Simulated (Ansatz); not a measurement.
Reaction (SMILES): C#N (CH-N) + H+ → C#[NH+]
B3LYP-D3(BJ)/def2-TZVP geometries, fixed; electronic energies without zero-point terms; positive where energy is released.

Effect of the final integration grid (spheres per factor e of radius in core and valence, angular degree) at PBE0/def2-TZVPP with Ansatz (a first-principles code), against the last row, where the proton affinity is 177.44 kcal/mol. The proton sits at the site shown, which need not be the one that binds it best. The default's grid is 13, 11, 36.

| setting | largest shift of a total energy (mEh) | shift of the proton affinity (kcal/mol) |
|---|---|---|
| accuracy: medium (default) | 0.000 | 0.000 |
| final_grid: 4, 3, 11 | 1.108 | -0.398 |
| final_grid: 6, 5, 17 | -0.024 | -0.005 |
| final_grid: 8, 7, 23 | -0.006 | 0.000 |
| final_grid: 10, 9, 29 | 0.000 | -0.001 |
| final_grid: 18, 15, 47 | 0.000 | 0.000 |
| final_grid: 26, 22, 59 | 0.000 | 0.000 |

Within 0.1 kcal/mol in the proton affinity: accuracy: medium (default); final_grid: 6, 5, 17; final_grid: 8, 7, 23; final_grid: 10, 9, 29; final_grid: 18, 15, 47. The largest shift is 1.108 mEh in a total energy and 0.398 kcal/mol in the difference.
